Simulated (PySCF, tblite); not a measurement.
**C₃H₂F₂: dynamics, then NMR shifts on frames**

How do NMR shifts of C₃H₂F₂ (`C#CC(F)F`) change as the atoms move?

Computed with tblite 0.8.0 and PySCF 2.14.0, with density-fitted response routines of our own, on a single molecule in the gas phase. Atoms are numbered from 0 throughout.

**1. Starting geometry**

7 atoms, charge 0, multiplicity 1; geometry from: GFN2-xTB.

Bonds of the start (Å): C0–C1 1.20, C1–C2 1.46, C2–F3 1.36, C2–F4 1.36, C0–H5 1.05, C2–H6 1.10.

**2. A short Langevin run with GFN2-xTB**

What the job is given:

```
{"job": {"kind": "md", "xc": "GFN2-xTB", "basis": "xTB", "temperature": 600, "steps": 2000, "every": 50, "frames": 5}, "charge": 0, "multiplicity": 1}
C      1.693950    -0.366266    -0.086567
C      0.532193    -0.101438     0.018017
C     -0.887518     0.208522     0.095304
F     -1.225820     1.185157    -0.783679
F     -1.644102    -0.872653    -0.221000
H      2.716870    -0.592854    -0.154687
H     -1.182240     0.544437     1.105534
```

With the program's defaults for keys left out, this is: GFN2-xTB Langevin dynamics, gas phase.

On the command line:

```
$ OMP_NUM_THREADS=1 python probes_run.py task.json out
```

The driver reads the jobs from task.json and runs them one after another.

The program printed:

```text
t/fs     T/K      E/eV
    0.0   485.4   -457.76632
   25.0   384.0   -457.56850
   50.0   404.9   -457.46254
   75.0   367.6   -457.45276
  100.0   482.6   -457.34839
  125.0   536.3   -457.05500
  150.0   636.0   -457.13674
  175.0   313.5   -457.27457
  200.0   186.7   -457.28252
  225.0   189.7   -457.31062
  250.0   347.1   -457.46224
  275.0   565.7   -457.52473
  300.0   510.2   -457.41594
  325.0   470.7   -457.56918
  350.0   681.7   -457.45093
  375.0   634.8   -457.44951
  400.0   518.3   -457.17751
  425.0   612.3   -457.18279
  450.0   754.9   -457.36456
  475.0   520.4   -457.29699
  500.0   678.1   -457.50688
  525.0   640.8   -457.50512
  550.0   695.4   -457.25833
  575.0   518.8   -457.25629
  600.0   610.0   -457.17602
  625.0   457.8   -457.13886
  650.0   543.4   -457.19006
  675.0   788.6   -457.41383
  700.0  1035.8   -457.34880
  725.0   920.4   -457.46935
  750.0   475.7   -457.05585
  775.0   435.7   -457.14134
  800.0   657.7   -457.23835
  825.0   585.8   -457.38109
  850.0   535.3   -457.40906
  875.0   615.2   -457.50112
  900.0   492.8   -457.38468
  925.0   417.3   -457.28957
  950.0   446.2   -457.49343
  975.0   387.6   -457.28960
 1000.0   696.0   -457.54242
```

Wall time 7.7 s (1 thread of Arm Neoverse N1, shared host); peak memory 0.18 GiB.

Distance from the start (root mean square after alignment): 0 fs 0.00 Å, 200 fs 0.11 Å, 400 fs 0.30 Å, 600 fs 0.10 Å, 800 fs 0.18 Å, 1000 fs 0.12 Å.

Positions (Å) and forces (eV/Å) at 1000 fs:

```xyz
7

C    -1.332   -1.402    0.667    1.038   -0.702   -0.254
C    -2.227   -0.609    0.654    0.686    0.083   -0.273
C    -3.113    0.473    0.341   -3.014   -0.460    0.924
F    -2.972    1.569    1.127    0.304   -0.074   -0.178
F    -3.026    0.851   -0.941    0.245    0.204   -0.261
H    -0.507   -2.093    0.603   -0.865    0.438    0.353
H    -4.246    0.121    0.513    1.606    0.511   -0.311
```

**3. Nuclear shieldings: 250 fs, PBE0/pcSseg-1**

What the job is given:

```
{"job": {"kind": "nmr", "xc": "PBE0", "basis": "pcSseg-1", "pop": false}, "charge": 0, "multiplicity": 1}
C      0.765500    -0.945800     0.361800
C     -0.201400    -0.213600     0.483700
C     -1.612100     0.225600     0.411100
F     -1.663800     1.340600    -0.316400
F     -2.312300    -0.658100    -0.283200
H      1.565400    -1.593000     0.261400
H     -2.220900     0.376600     1.384000
```

Method: GIAO PBE0/pcSseg-1 NMR shielding, non-relativistic, gas phase.

The program printed:

```text
coarse grid: 6672 points
cycle   1  E = -314.6196514073  dE =  7.472e-01  |g| = 7.112e-01  |ddm| = 2.385e+00
cycle   2  E = -314.5462960190  dE =  7.336e-02  |g| = 1.004e+00  |ddm| = 1.113e+00
cycle   3  E = -314.7022177171  dE = -1.559e-01  |g| = 1.357e-01  |ddm| = 6.652e-01
cycle   4  E = -314.7054552524  dE = -3.238e-03  |g| = 7.516e-02  |ddm| = 1.340e-01
cycle   5  E = -314.7067950174  dE = -1.340e-03  |g| = 1.457e-02  |ddm| = 5.082e-02
cycle   6  E = -314.7068415077  dE = -4.649e-05  |g| = 2.496e-03  |ddm| = 1.537e-02
cycle   7  E = -314.7068429266  dE = -1.419e-06  |g| = 4.729e-04  |ddm| = 2.164e-03
final grid: 67576 points
cycle   8  E = -314.7505920026  dE = -2.505e-05  |g| = 4.109e-03  |ddm| = 1.888e-02
cycle   9  E = -314.7505907097  dE =  1.293e-06  |g| = 5.342e-03  |ddm| = 6.893e-03
cycle  10  E = -314.7505954325  dE = -4.723e-06  |g| = 5.978e-04  |ddm| = 3.472e-03
cycle  11  E = -314.7505954786  dE = -4.602e-08  |g| = 3.361e-04  |ddm| = 5.738e-04
cycle  12  E = -314.7505955025  dE = -2.394e-08  |g| = 1.397e-04  |ddm| = 2.744e-04
cycle  13  E = -314.7505955071  dE = -4.631e-09  |g| = 9.588e-06  |ddm| = 9.314e-05
cycle  14  E = -314.7505955071  dE = -9.152e-12  |g| = 6.116e-06  |ddm| = 1.150e-05
converged SCF energy = -314.7505955071

GIAO shielding tensors (ppm)
atom      isotropic    diamagn.    paramagn.     s11        s22        s33       span
  0 C       94.760     256.313    -161.553     20.111     26.708    237.459    217.348
  1 C      100.058     264.695    -164.637     -2.949      3.675    299.449    302.398
  2 C       77.279     232.010    -154.732     61.086     77.466     93.284     32.198
  3 F      301.007     472.169    -171.162    188.126    337.563    377.331    189.205
  4 F      276.532     471.221    -194.689    166.933    310.521    352.142    185.209
  5 H       29.754      32.497      -2.743     24.788     25.400     39.075     14.287
  6 H       24.292      24.012       0.279     21.476     22.129     29.271      7.794
```

It took 7.5 s on 1 thread of Arm Neoverse N1, shared host; peak memory 0.41 GiB.

The references, computed at this level on geometries of the same kind, shield at (ppm): ¹H TMS 31.72, ¹³C TMS 186.9, ¹⁹F CFCl3 170.9. Their shielding less the atom's gives the shift. The references are single molecules in the gas phase, so shifts against H2O, NH3, PH3, H3PO4 or CFCl3 are not on the usual liquid scales and can be off by tens of ppm. Each atom is listed at this fixed geometry, with no averaging over motion; a spectrum would average atoms that exchange fast.

| atoms | environment | σ (ppm) | δ (ppm) |
| --- | --- | --- | --- |
| C2 | propargylic sp3 CH bonded to 2 F | 77.3 | 109.6 |
| C0 | terminal alkyne carbon | 94.8 | 92.2 |
| C1 | alkyne carbon | 100.1 | 86.9 |
| H6 | hydrogen on a propargylic sp3 CH bonded to 2 F | 24.29 | 7.43 |
| H5 | hydrogen on a terminal alkyne carbon | 29.75 | 1.96 |
| F4 | fluorine of a CF2 group | 276.5 | -105.6 |
| F3 | fluorine of a CF2 group | 301.0 | -130.1 |

**4. NMR shieldings: 425 fs, PBE0/pcSseg-1**

What the job is given:

```
{"job": {"kind": "nmr", "xc": "PBE0", "basis": "pcSseg-1", "pop": false}, "charge": 0, "multiplicity": 1}
C      0.368000    -1.211400    -0.084300
C     -0.796300    -0.970200     0.012400
C     -2.131700    -0.434900     0.417100
F     -1.848100     0.923000     0.611100
F     -3.026800    -0.390600    -0.552500
H      1.262800    -1.500200    -0.671100
H     -2.521100    -1.144500     1.208500
```

With the program's defaults for keys left out, this is: GIAO PBE0/pcSseg-1 NMR shielding, non-relativistic, gas phase.

The program printed:

```text
coarse grid: 6672 points
cycle   1  E = -314.5937786242  dE =  6.889e-01  |g| = 7.427e-01  |ddm| = 2.420e+00
cycle   2  E = -314.4943933300  dE =  9.939e-02  |g| = 1.100e+00  |ddm| = 1.190e+00
cycle   3  E = -314.6891255498  dE = -1.947e-01  |g| = 1.339e-01  |ddm| = 7.367e-01
cycle   4  E = -314.6919737790  dE = -2.848e-03  |g| = 7.901e-02  |ddm| = 1.470e-01
cycle   5  E = -314.6934080802  dE = -1.434e-03  |g| = 2.021e-02  |ddm| = 5.433e-02
cycle   6  E = -314.6934939767  dE = -8.590e-05  |g| = 3.839e-03  |ddm| = 1.863e-02
cycle   7  E = -314.6934964555  dE = -2.479e-06  |g| = 1.419e-03  |ddm| = 3.493e-03
final grid: 67576 points
cycle   8  E = -314.7379070867  dE = -2.424e-05  |g| = 5.359e-03  |ddm| = 1.853e-02
cycle   9  E = -314.7379021464  dE =  4.940e-06  |g| = 8.034e-03  |ddm| = 9.781e-03
cycle  10  E = -314.7379123391  dE = -1.019e-05  |g| = 7.083e-04  |ddm| = 5.371e-03
cycle  11  E = -314.7379123989  dE = -5.981e-08  |g| = 4.739e-04  |ddm| = 7.382e-04
cycle  12  E = -314.7379124508  dE = -5.189e-08  |g| = 1.352e-04  |ddm| = 3.521e-04
cycle  13  E = -314.7379124550  dE = -4.125e-09  |g| = 2.497e-05  |ddm| = 1.008e-04
cycle  14  E = -314.7379124550  dE = -7.924e-11  |g| = 1.030e-05  |ddm| = 2.173e-05
converged SCF energy = -314.7379124550

GIAO shielding tensors (ppm)
atom      isotropic    diamagn.    paramagn.     s11        s22        s33       span
  0 C      102.731     263.973    -161.241     30.241     38.512    239.441    209.201
  1 C       91.886     270.148    -178.261    -12.979     -5.472    294.110    307.089
  2 C       73.051     235.489    -162.438     56.413     56.939    105.803     49.390
  3 F      247.517     477.208    -229.691     94.646    301.409    346.497    251.851
  4 F      305.950     467.797    -161.847    195.865    316.756    405.229    209.364
  5 H       27.455      29.189      -1.733     23.046     23.551     35.769     12.723
  6 H       24.378      23.977       0.401     20.792     23.929     28.413      7.621
```

Wall time 6.8 s (1 thread of Arm Neoverse N1, shared host); peak memory 0.42 GiB.

This run: δ C2 113.9, C1 95.0, C0 84.2, F3 -76.6, H6 7.34, H5 4.26 ppm.

**5. Shielding tensors: 625 fs, PBE0/pcSseg-1**

What the job is given:

```
{"job": {"kind": "nmr", "xc": "PBE0", "basis": "pcSseg-1", "pop": false}, "charge": 0, "multiplicity": 1}
C      0.027700    -0.651900    -0.668300
C     -1.095100    -0.129000    -0.532700
C     -2.500200     0.190000    -0.207700
F     -2.672000     1.473400     0.273700
F     -3.456100     0.023800    -1.258000
H      1.014100    -1.033700    -0.653600
H     -3.108100    -0.469200     0.620800
```

With the program's defaults for keys left out, this is: GIAO PBE0/pcSseg-1 NMR shielding, non-relativistic, gas phase.

The program printed:

```text
coarse grid: 6672 points
cycle   1  E = -314.5882034421  dE =  4.822e-01  |g| = 7.582e-01  |ddm| = 2.373e+00
cycle   2  E = -314.4408480137  dE =  1.474e-01  |g| = 1.240e+00  |ddm| = 1.209e+00
cycle   3  E = -314.6862602847  dE = -2.454e-01  |g| = 1.519e-01  |ddm| = 7.814e-01
cycle   4  E = -314.6898749362  dE = -3.615e-03  |g| = 9.560e-02  |ddm| = 1.550e-01
cycle   5  E = -314.6920859562  dE = -2.211e-03  |g| = 1.847e-02  |ddm| = 6.148e-02
cycle   6  E = -314.6921591181  dE = -7.316e-05  |g| = 3.903e-03  |ddm| = 1.890e-02
cycle   7  E = -314.6921617499  dE = -2.632e-06  |g| = 1.522e-03  |ddm| = 3.336e-03
final grid: 67576 points
cycle   8  E = -314.7368617870  dE = -2.584e-05  |g| = 6.150e-03  |ddm| = 2.500e-02
cycle   9  E = -314.7368541515  dE =  7.636e-06  |g| = 9.567e-03  |ddm| = 1.158e-02
cycle  10  E = -314.7368688381  dE = -1.469e-05  |g| = 7.873e-04  |ddm| = 6.190e-03
cycle  11  E = -314.7368688872  dE = -4.906e-08  |g| = 6.372e-04  |ddm| = 8.608e-04
cycle  12  E = -314.7368689866  dE = -9.944e-08  |g| = 1.471e-04  |ddm| = 4.459e-04
cycle  13  E = -314.7368689917  dE = -5.090e-09  |g| = 3.345e-05  |ddm| = 1.330e-04
cycle  14  E = -314.7368689919  dE = -1.479e-10  |g| = 1.284e-05  |ddm| = 2.884e-05
converged SCF energy = -314.7368689919

GIAO shielding tensors (ppm)
atom      isotropic    diamagn.    paramagn.     s11        s22        s33       span
  0 C       87.806     258.408    -170.602     17.694     21.719    224.005    206.310
  1 C      105.107     260.210    -155.103      2.754     11.120    301.446    298.692
  2 C       60.390     232.667    -172.277     38.632     65.760     76.778     38.146
  3 F      272.476     470.864    -198.388    141.610    320.175    355.643    214.033
  4 F      251.194     467.074    -215.880     92.307    320.444    340.832    248.525
  5 H       28.465      31.720      -3.256     24.020     24.460     36.914     12.893
  6 H       22.131      23.571      -1.440     19.442     20.686     26.264      6.822
```

Run time: 6.7 s. Hardware: 1 thread of Arm Neoverse N1, shared host; peak memory 0.42 GiB.

In short: δ C2 126.5, C0 99.1, C1 81.8, F4 -80.2, H6 9.59, H5 3.25 ppm.

**6. Shielding tensors: 800 fs, PBE0/pcSseg-1**

What the job is given:

```
{"job": {"kind": "nmr", "xc": "PBE0", "basis": "pcSseg-1", "pop": false}, "charge": 0, "multiplicity": 1}
C     -0.829500    -0.941500     0.405000
C     -1.877400    -0.495100    -0.084700
C     -3.146900     0.325700    -0.277600
F     -3.162700     1.311200     0.714600
F     -3.281900     0.719000    -1.541800
H      0.058400    -1.242200     0.898300
H     -3.899800    -0.416900    -0.073400
```

Level: GIAO PBE0/pcSseg-1 NMR shielding, non-relativistic, gas phase.

The program printed:

```text
coarse grid: 6672 points
cycle   1  E = -314.6112368666  dE =  5.970e-01  |g| = 7.034e-01  |ddm| = 2.409e+00
cycle   2  E = -314.5188694720  dE =  9.237e-02  |g| = 1.047e+00  |ddm| = 1.103e+00
cycle   3  E = -314.6942126796  dE = -1.753e-01  |g| = 1.485e-01  |ddm| = 6.823e-01
cycle   4  E = -314.6980460913  dE = -3.833e-03  |g| = 8.259e-02  |ddm| = 1.433e-01
cycle   5  E = -314.6996688204  dE = -1.623e-03  |g| = 1.756e-02  |ddm| = 5.516e-02
cycle   6  E = -314.6997315972  dE = -6.278e-05  |g| = 3.741e-03  |ddm| = 1.641e-02
cycle   7  E = -314.6997339947  dE = -2.398e-06  |g| = 1.381e-03  |ddm| = 3.406e-03
final grid: 67576 points
cycle   8  E = -314.7438322176  dE = -2.610e-05  |g| = 5.995e-03  |ddm| = 2.014e-02
cycle   9  E = -314.7438271020  dE =  5.116e-06  |g| = 8.637e-03  |ddm| = 1.035e-02
cycle  10  E = -314.7438390302  dE = -1.193e-05  |g| = 8.959e-04  |ddm| = 5.848e-03
cycle  11  E = -314.7438391406  dE = -1.104e-07  |g| = 5.108e-04  |ddm| = 9.070e-04
cycle  12  E = -314.7438392001  dE = -5.943e-08  |g| = 1.659e-04  |ddm| = 3.931e-04
cycle  13  E = -314.7438392064  dE = -6.365e-09  |g| = 3.396e-05  |ddm| = 1.170e-04
cycle  14  E = -314.7438392066  dE = -1.523e-10  |g| = 9.601e-06  |ddm| = 2.413e-05
converged SCF energy = -314.7438392066

GIAO shielding tensors (ppm)
atom      isotropic    diamagn.    paramagn.     s11        s22        s33       span
  0 C       93.566     258.216    -164.650     19.498     24.485    236.715    217.216
  1 C       94.673     271.078    -176.405    -11.036     -4.148    299.202    310.238
  2 C       73.983     234.604    -160.621     51.034     72.005     98.911     47.877
  3 F      271.139     474.318    -203.179    126.747    313.958    372.712    245.964
  4 F      312.291     470.373    -158.082    204.742    311.021    421.111    216.369
  5 H       28.700      32.154      -3.454     23.758     24.522     37.820     14.062
  6 H       25.462      23.829       1.632     23.206     24.554     28.626      5.420
```

It took 6.8 s on 1 thread of Arm Neoverse N1, shared host; peak memory 0.42 GiB.

This run: δ C2 112.9, C0 93.4, C1 92.3, F3 -100.2, H6 6.26, H5 3.02 ppm.

**7. NMR shieldings: 1000 fs, PBE0/pcSseg-1**

What the job is given:

```
{"job": {"kind": "nmr", "xc": "PBE0", "basis": "pcSseg-1", "pop": false}, "charge": 0, "multiplicity": 1}
C     -1.331800    -1.401800     0.666700
C     -2.227200    -0.609300     0.654100
C     -3.113000     0.472700     0.340800
F     -2.971700     1.569500     1.127500
F     -3.025800     0.851200    -0.941000
H     -0.507400    -2.093200     0.603000
H     -4.246200     0.121000     0.513500
```

Method: GIAO PBE0/pcSseg-1 NMR shielding, non-relativistic, gas phase.

The program printed:

```text
coarse grid: 6672 points
cycle   1  E = -314.6212664160  dE =  7.248e-01  |g| = 7.087e-01  |ddm| = 2.451e+00
cycle   2  E = -314.5514467747  dE =  6.982e-02  |g| = 9.968e-01  |ddm| = 1.192e+00
cycle   3  E = -314.7053631947  dE = -1.539e-01  |g| = 1.218e-01  |ddm| = 7.016e-01
cycle   4  E = -314.7076953267  dE = -2.332e-03  |g| = 7.259e-02  |ddm| = 1.308e-01
cycle   5  E = -314.7089229546  dE = -1.228e-03  |g| = 1.621e-02  |ddm| = 5.132e-02
cycle   6  E = -314.7089817578  dE = -5.880e-05  |g| = 2.515e-03  |ddm| = 1.682e-02
cycle   7  E = -314.7089831767  dE = -1.419e-06  |g| = 6.026e-04  |ddm| = 2.387e-03
final grid: 67576 points
cycle   8  E = -314.7528112197  dE = -2.554e-05  |g| = 4.653e-03  |ddm| = 2.434e-02
cycle   9  E = -314.7528086454  dE =  2.574e-06  |g| = 6.490e-03  |ddm| = 8.448e-03
cycle  10  E = -314.7528153828  dE = -6.737e-06  |g| = 5.148e-04  |ddm| = 4.254e-03
cycle  11  E = -314.7528154150  dE = -3.219e-08  |g| = 3.394e-04  |ddm| = 5.988e-04
cycle  12  E = -314.7528154388  dE = -2.375e-08  |g| = 1.413e-04  |ddm| = 2.839e-04
cycle  13  E = -314.7528154436  dE = -4.838e-09  |g| = 1.448e-05  |ddm| = 1.066e-04
cycle  14  E = -314.7528154436  dE = -2.308e-11  |g| = 8.350e-06  |ddm| = 1.634e-05
converged SCF energy = -314.7528154436

GIAO shielding tensors (ppm)
atom      isotropic    diamagn.    paramagn.     s11        s22        s33       span
  0 C       94.757     256.839    -162.082     25.586     27.280    231.404    205.818
  1 C      105.868     272.325    -166.457      4.989     11.703    300.911    295.922
  2 C       77.248     223.472    -146.224     59.889     71.143    100.712     40.823
  3 F      295.474     473.158    -177.684    171.074    336.189    379.160    208.087
  4 F      287.718     476.688    -188.969    169.360    324.711    369.084    199.724
  5 H       28.311      30.855      -2.545     23.883     24.266     36.784     12.901
  6 H       23.862      19.960       3.902     21.133     21.674     28.778      7.645
```

Run time: 6.9 s. Hardware: 1 thread of Arm Neoverse N1, shared host; peak memory 0.42 GiB.

Key values: δ C2 109.7, C0 92.2, C1 81.1, F4 -116.8, H6 7.86, H5 3.41 ppm.

**8. Run by run: NMR shifts**

Shifts (ppm), with basis size and wall time:

```csv
frame,C2,C0,C1,H6,H5,F4,F3,functions,time
250 fs,109.6,92.2,86.9,7.43,1.96,-105.6,-130.1,95,7.5 s
425 fs,113.9,84.2,95.0,7.34,4.26,-135.0,-76.6,95,6.8 s
625 fs,126.5,99.1,81.8,9.59,3.25,-80.2,-101.5,95,6.7 s
800 fs,112.9,93.4,92.3,6.26,3.02,-141.3,-100.2,95,6.8 s
1000 fs,109.7,92.2,81.1,7.86,3.41,-116.8,-124.5,95,6.9 s
```

**9. Results**

```
                                        quantity                  value
                                      thermostat                  600 K
                   mean temperature, second half                  602 K
         mean potential energy above the minimum                0.43 eV
  ¹³C shifts against TMS (PBE0/pcSseg-1, 250 fs)  109.6, 92.2, 86.9 ppm
   ¹H shifts against TMS (PBE0/pcSseg-1, 250 fs)         7.43, 1.96 ppm
¹⁹F shifts against CFCl3 (PBE0/pcSseg-1, 250 fs)     -105.6, -130.1 ppm
                        range of the shift of F4    -141.3 to -80.2 ppm
```

In the second half the potential energy averages 0.43 eV above the minimum; equipartition over 15 harmonic modes at 600 K would give 0.39 eV. With 7 atoms the temperature swings widely (187 to 1036 K). Shifts at one fixed geometry are not the observed spectrum, which averages over the motion. In the first frame run (250 fs): Shielding is most anisotropic at C1 (span 302 ppm, paramagnetic term -165 ppm). In ppm, F4 moves most: its shift spreads over 61.1 ppm, from -141.3 (800 fs) to -80.2 (625 fs).
